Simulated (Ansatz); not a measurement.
**How far each method lies from full CI for H2B–B⁺, doublet**

Geometry: that of the H2B–B, singlet, kept fixed.

```xyz
4

B     0.0000    0.0000    0.7529
B     0.0000    0.0000   -1.0096
H     0.0000    1.0240    1.3765
H     0.0000   -1.0240    1.3765
```

Basis 6-31G; Ansatz 0.2.0. Only valence electrons are correlated (noble-gas cores frozen), which leaves 7 electrons in 20 orbitals. Prefix R: restricted or restricted open-shell reference; prefix U: unrestricted. Active spaces: valence = (7e, 10o) chosen from the atoms' valence shells.

Full CI is exact within this basis and frozen core; it isn't the basis-set limit. The frozen core follows each run's orbitals, which can shift R against U totals by a few meV.

For open shells CISD and CISDTQ are restricted-active-space CI with the open shells as a complete middle space.

The UHF ⟨S²⟩ is 0.755. The T1 diagnostic (RCCSD) is 0.0270 and the largest doubles amplitude (RCCSD) is 0.072. The T1 diagnostic (UCCSD) is 0.0203.

```tsv
level	E − E(RHF) (eV)
UHF	-0.0398
RMP2	-1.8112
UMP2	-1.8238
RCCSD	-2.5498
UCCSD	-2.5533
RCCSD(T)	-2.6008
UCCSD(T)	-2.6016
```

(1) Estimate how far full CI in 6-31G lies from RCCSD(T). The table doesn't fix it; the size of (T) and the diagnostics are the guide.

(1) Full CI in 6-31G lies 2.0 kJ/mol below RCCSD(T), which is 41 % of the (T) step (-4.9 kJ/mol). The diagnostics give no warning, yet the rest is a sizeable part of (T).

The other levels:

```
                   level  E − E(full CI) (kJ/mol)  share of correlation (%)  wall time
                    CISD                     17.0                     93.27     0.51 s
                 BCCD(T)                      2.0                     99.22     0.63 s
                  RCCSDT                      0.2                     99.92          –
                  UCCSDT                      0.2                     99.93          –
                  CISDTQ                      0.4                     99.85      2.8 s
               RCCSDT(Q)                      0.0                     99.98      2.8 s
               UCCSDT(Q)                      0.0                     99.99      2.5 s
                 RCCSDTQ                      0.0                     99.99       20 s
                 UCCSDTQ                      0.0                    100.00       20 s
  CASSCF (valence space)                     56.7                     77.57          –
  NEVPT2 (valence space)                     15.4                     93.92      2.9 s
  MRCISD (valence space)                      1.1                     99.58          –
MRCISD+Q (valence space)                      0.3                     99.87      5.5 s
```

The correlation energy at full CI, counted from RHF, is -2.622 eV. That run took 12 s on 1 thread of Arm Neoverse V1, shared host over 1,390,850 determinants.

Times hold each run's SCF and search for its determinant on a shared host, so for small cases they say little of a method's own cost; they ran on 1 thread of Arm Neoverse V1.

The full-CI state has the irrep A1 of C2v, in the program's axes.

Natural occupations of full CI about the gap: 1.969 1.962 1.926 0.986 0.038 0.034 0.022 0.018 0.017 0.010; effectively unpaired electrons, Σ n²(2−n)², 1.04.
